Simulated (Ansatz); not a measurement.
Geometry optimisation, RHF/def2-SVP in Ansatz 0.2.0.

input.yaml

```yaml
crystal:
  periodic: [false, false, false]
  atoms:
    - { symbol: B, position_ang: [-1.13881, 0.13156, -0.86072] }
    - { symbol: "N", position_ang: [0.11779, 0.50706, -0.12845] }
    - { symbol: C, position_ang: [0.75546, -0.50854, 0.74787] }
    - { symbol: H, position_ang: [-1.57154, -0.93971, -0.72473] }
    - { symbol: H, position_ang: [-1.62615, 0.94291, -1.53815] }
    - { symbol: H, position_ang: [-0.08098, 1.34881, 0.4303] }
    - { symbol: H, position_ang: [0.80597, 0.81975, -0.82801] }
    - { symbol: H, position_ang: [0.06886, -0.82456, 1.53108] }
    - { symbol: H, position_ang: [1.04294, -1.37633, 0.15888] }
    - { symbol: H, position_ang: [1.64785, -0.09082, 1.20812] }
total_charge: 1
basis:
  gaussian: { orbitals: def2-SVP }
hamiltonian:
  xc: hf
relax:
  f_tol: 0.015
  max_steps: 40
```

Command:

```bash
$ ansatz run input.yaml --threads 1 --pin off --max-ram 2048MiB --backend cpu --events-out ev --progress --plain --runs-dir out
```

Where does it end, and by what steps?

The forces met the threshold. Limits of this set-up: the dipole of an ion depends on the origin. After 5 steps the energy has fallen by 0.060 eV; H4 moved furthest, 0.04 Å.

| step | energy less start (eV) | largest force component (eV/Å) | accepted |
| --- | --- | --- | --- |
| 0 | 0.0000 | 0.988 | yes |
| 1 | -0.0523 | 0.413 | yes |
| 2 | -0.0593 | 0.087 | yes |
| 3 | -0.0594 | 0.073 | yes |
| 4 | -0.0572 | 0.183 | no |
| 5 | -0.0598 | 0.004 | yes |

```xyz
10
Properties=species:S:1:pos:R:3
B -1.159 0.121 -0.872
N 0.131 0.509 -0.120
C 0.771 -0.520 0.760
H -1.570 -0.978 -0.714
H -1.626 0.975 -1.548
H -0.073 1.351 0.415
H 0.796 0.839 -0.816
H 0.059 -0.811 1.526
H 1.033 -1.380 0.152
H 1.661 -0.095 1.215
```

Run time: 14 s on 1 thread of Arm Neoverse N1, with other jobs on the host, peak memory 0.24 GiB.
